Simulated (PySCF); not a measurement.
AlClF, optimised at B3LYP/6-31G*:

```xyz
3

Al     0.0033    -0.0429    -0.0094
Cl     0.8987     0.4292    -1.8815
F     -0.9864    -1.3674     0.1106
```

Energies from PySCF (xtb for GFN2), thermal terms from the rigid-rotor harmonic-oscillator model, ideal gas at 1 bar. 6-31G* has spherical d functions here. Open shells (unrestricted): AlClF (multiplicity 2). GFN2 has no spin-polarisation term. B3LYP is the form with VWN-RPA correlation.

Problem. List the harmonic frequencies (cm⁻¹, unscaled) at this level and at the other levels, each on its own geometry.

Solution. 
- B3LYP/6-31G*: 190, 486, 858
- GFN2-xTB: 110, 495, 755
- HF/6-31G*: 213, 523, 906
- PBE/def2-SVP: 182, 493, 832
- PBE0/def2-TZVP: 188, 506, 839
